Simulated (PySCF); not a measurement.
Working with the constants of HCl⁻

UHF-CCSD(T) constants of HCl⁻, ²Σ⁺ (doublet), unpaired electrons σ ↑ (H def2-TZVPPD, Cl def2-TZVPPD; no relativity (PySCF 2.14); masses 1.0078 and 34.9689 u):

- ωe: 480.2 cm⁻¹
- ωexe: 47.7 cm⁻¹
- Be: 3.733 cm⁻¹
- αe: 0.356 cm⁻¹
- De to H + Cl⁻: 0.161 eV

Problem. What force constant and bond length do these constants imply?

Solution. Reduced mass μred = 0.97959 u; k = 5.8918×10⁻⁷·μred·ωe² (u, cm⁻¹, mdyn/Å) = 0.133 mdyn/Å; Re = √(16.8576/(μred·Be)) (u, cm⁻¹, Å) = 2.147 Å.

Problem. Estimate the centrifugal constant D from the Kratzer relation and find the Dunham coefficient a1.

Solution. D = 4Be³/ωe² = 0.000902 cm⁻¹; a1 = −1 − αeωe/(6Be²) = -3.04.

Correlated steps freeze 5 core orbitals. The bond is weak. Basis-set superposition, not corrected here, can be much of De in a small basis, most of all at correlated wavefunction levels. For an ion De counts to the pair picked by the measured ionisation energies or electron affinities, which need not be the lowest pair at this level. The state was picked by a PBE0 search and need not be the measured ground state.
